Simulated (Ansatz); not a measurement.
CH4FNO2, SMILES `NC(O)(O)F`, 9 atoms. Total charge 0; spin multiplicity 1. All runs use 2 threads of an AMD EPYC 7B13 on a shared host. Correlated methods freeze the cores.

Problem. How many basis functions does each run have, and how long does it take in Ansatz? RHF-CCSD(T)/def2-TZVPP energy; RKS PBE0-D4/def2-TZVP frequencies; RKS SPW92 (LDA)/def2-TZVPP energy; RKS ωB97M-V/def2-SVP energy; RKS PBE0-D4/def2-QZVPP energy; RKS PBE0-D4/def2-TZVP relaxation (7 steps); RKS PBE0-D4/def2-SVP energy; RHF-MP2/def2-QZVPP energy; RKS PBE0-D4/def2-TZVPP energy; RKS ωB97M-V/def2-QZVPP energy; RKS CAM-B3LYP-D4/def2-TZVPP energy; direct RPA on PBE orbitals/def2-TZVPP energy. (An estimate is asked.)

Solution. Ansatz gave: Other jobs shared the machine, so times are rough.

```
                                level                   job  functions  wall time  peak host memory (GiB)
                 RKS PBE0-D4/def2-SVP                energy         90        1 s                    0.18
           RKS SPW92 (LDA)/def2-TZVPP                energy        211      1.2 s                    0.24
               RKS PBE0-D4/def2-TZVPP                energy        211      2.7 s                    0.46
          RKS CAM-B3LYP-D4/def2-TZVPP                energy        211      3.2 s                    0.52
                 RKS ωB97M-V/def2-SVP                energy         90      3.3 s                    0.26
direct RPA on PBE orbitals/def2-TZVPP                energy        211      4.9 s                    0.46
               RKS PBE0-D4/def2-QZVPP                energy        405        7 s                       1
               RKS ωB97M-V/def2-QZVPP                energy        405       16 s                     1.2
                   RHF-MP2/def2-QZVPP                energy        405       20 s                     2.1
                RKS PBE0-D4/def2-TZVP  relaxation (7 steps)        179       23 s                    0.39
                RKS PBE0-D4/def2-TZVP           frequencies        179      110 s                    0.43
               RHF-CCSD(T)/def2-TZVPP                energy        211      2 min                     3.4
```
